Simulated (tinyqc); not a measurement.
Inside a calculation. Method: harmonic frequencies on the UHF/sto-3g surface (energies and gradients from PySCF), for BH, spin multiplicity 3. One step of it, computed by the program tinyqc.

Task: Normal modes. Diagonalise H_ij / sqrt(m_i m_j); the 5 smallest eigenvalues belong to translations and rotations; wavenumber = sqrt(eigenvalue / 1822.888) x 219474.63; each mode has its largest component positive (the first on a tie); zero-point energy = sum of wavenumbers / 2, with 349.755 1/cm per kcal/mol.

Hessian (symmetrised) (hartree/bohr^2), lower triangle:
```
             1Bx          1By          1Bz         2Hx         2Hy         2Hz
1Bx   0.00000711
1By   0.00000000   0.00000711
1Bz   0.00000000   0.00000000   0.36640264
2Hx  -0.00000711   0.00000000   0.00000000  0.00000711
2Hy   0.00000000  -0.00000711   0.00000000  0.00000000  0.00000711
2Hz   0.00000000   0.00000000  -0.36640264  0.00000000  0.00000000  0.36640264
```

masses (u): 1B 11.009305, 2H 1.007825

Give: eigenvalues of the mass-weighted Hessian; harmonic wavenumbers of the vibrations; mass-weighted modes; zero-point energy.

Result:

eigenvalues of the mass-weighted Hessian (hartree/(bohr^2 u)): 0.0000  0.0000  0.0000  0.0000  0.0000  0.3968

harmonic wavenumbers of the vibrations (1/cm): 3238.3

mass-weighted modes:
```
      mode 1
1Bx   0.0000
1By   0.0000
1Bz  -0.2896
2Hx   0.0000
2Hy   0.0000
2Hz   0.9571
```

zero-point energy = 4.6293 kcal/mol
